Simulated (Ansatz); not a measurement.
**BSiPH (quartet): from Hartree-Fock to the top rungs at a displaced geometry (v1), cc-pVDZ**

An exercise on one series of results from a longer session: the logs are not shown, and one member is left open.

Computed with Ansatz 0.2.0, Gaussian basis. Level: cc-pVDZ, core rule «outside noble gas», up to 11 orbitals frozen.

The runs, in order: UHF; CCSD(T) on ROHF; CCSD(T) on UHF; BCCD(T) on ROHF; CISD; CCSDT(Q) on ROHF; CCSDT(Q) on UHF.

20 further runs of the same task are left out: 8 that didn't finish, 12 set aside as unsound or not needed.

## The system

The geometry is a PBE0/def2-TZVP stationary point (not a proven minimum) with its atoms shifted at random (size 0.040 Å).

4 atoms, charge 0, spin multiplicity 4.

Atoms are counted from 1 here; the program's logs count them from 0.

Bond lengths: B1–Si2 1.899 Å, B1–P3 1.810 Å, Si2–H4 1.479 Å. Angles: Si2–B1–P3 175.4°, B1–Si2–H4 122.2°.

Geometry (Å):

```xyz
4
BHPSi
B     0.0021   -0.2185   -0.7167
Si    0.0016   -0.3780    1.1757
P     0.0495   -0.2048   -2.5262
H    -0.0532    0.8013    2.0672
```

The first run:

File in.yaml:

```yaml
crystal:
  periodic: [false, false, false]
  atoms:
    - {symbol: B, position_ang: [0.002102, -0.218465, -0.716683]}
    - {symbol: Si, position_ang: [0.001561, -0.378014, 1.175720]}
    - {symbol: P, position_ang: [0.049535, -0.204817, -2.526215]}
    - {symbol: H, position_ang: [-0.053199, 0.801296, 2.067179]}
basis:
  gaussian: {orbitals: cc-pVDZ}
magnetization: {spin_polarized: true, initial_magnetization: 3}
hamiltonian: {xc: hf}
output: {orbitals: {seedname: orbitals}}
```

Started as:

```bash
ansatz run in.yaml --threads 1 --pin off --events-out ev --progress --plain --max-ram 2393MiB
```

Steps of the session up to this table: UHF; CCSD(T) on ROHF; CCSD(T) on UHF; BCCD(T) on ROHF; CISD; CCSDT(Q) on ROHF; CCSDT(Q) on UHF.

One of the session's tables, all rows but one given; the rest of the session is left out.

It belongs to the step «Misses and costs». 

```
   method  from RCCSDT(Q) (meV)
     ROHF               +7959.9
      UHF               +7534.2
     RMP2               +1599.2
     UMP2                     ?
     CISD               +1295.6
    RCCSD                +467.9
    UCCSD                +443.4
 RCCSD(T)                 +96.3
 UCCSD(T)                +112.3
  BCCD(T)                 +94.4
   RCCSDT                 +32.0
   UCCSDT                 +27.5
RCCSDT(Q)                     0
UCCSDT(Q)                  -4.8
```

Estimate the missing values for UMP2.

**Answer.** from RCCSDT(Q) (meV): +1865.4. In the column «from RCCSDT(Q) (meV)» it lies between RMP2 (+1599.2) and UHF (+7534.2).

To keep in mind: Restricted and unrestricted rows rest on different reference determinants; where their highest levels disagree by more than a few hundredths of an eV, they describe different states and don't form one ladder.
